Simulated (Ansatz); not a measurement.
Reaction: HO (SMILES [OH], doublet) → HO- (SMILES [OH-]) (an electron is taken up)
Each species at its own B3LYP-D3(BJ)/def2-TZVP minimum (Ansatz, a first-principles code).

Total energies in hartree (Ansatz). Radicals and triplets start from unrestricted determinants; spin-orbit coupling is neglected. Correlated methods leave the cores frozen. No relativity.

```tsv
species	HF/aug-cc-pVTZ	CCSD(T)/aug-cc-pVTZ	HF/aug-cc-pVQZ	CCSD(T)/aug-cc-pVQZ	CCSDT(Q)/aug-cc-pVQZ
1: HO (SMILES [OH], doublet)	-75.42135	-75.64558	-75.42633	-75.66446	-75.66499
2: HO- (SMILES [OH-])	-75.41189	-75.70942	-75.41666	-75.73031	-75.73103
```

Work out the adiabatic electron affinity (electronic), positive where energy is released in eV: take Hartree-Fock from aug-cc-pVQZ, extrapolate the CCSD(T) correlation energy as X^-3 (X = 3, 4), and add CCSDT(Q) - CCSD(T) in aug-cc-pVQZ. 1 hartree = 27.211 eV.


Species 1: correlation (64·(-0.23813) - 27·(-0.22423))/37 = -0.24827; step -0.00053; E1 = -75.42633 + (-0.24827) + (-0.00053) = -75.67513
Species 2: correlation (64·(-0.31365) - 27·(-0.29753))/37 = -0.32541; step -0.00072; E2 = -75.41666 + (-0.32541) + (-0.00072) = -75.74279
+1·E1 -1·E2 = 0.06766 hartree = 1.84 eV.
